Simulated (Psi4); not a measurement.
Process, species as SMILES: S (H2S) → [SH-] + H+
B3LYP-D3(BJ)/def2-TZVP geometries, fixed; electronic energies without zero-point terms.

Effect of the treatment of two-electron integrals at MP2/cc-pV(T+d)Z with Psi4, against the last row, where the deprotonation energy is 363.66 kcal/mol. Cores are frozen.

```tsv
setting	largest shift of a total energy (mEh)	shift of the deprotonation energy (kcal/mol)
scf_type: df	0.104	-0.026
scf_type: cd	0.197	-0.004
scf_type: pk	0.000	0.000
```

Within 0.02 kcal/mol in the deprotonation energy: scf_type: cd. The largest shift is 0.197 mEh in a total energy and 0.026 kcal/mol in the difference.
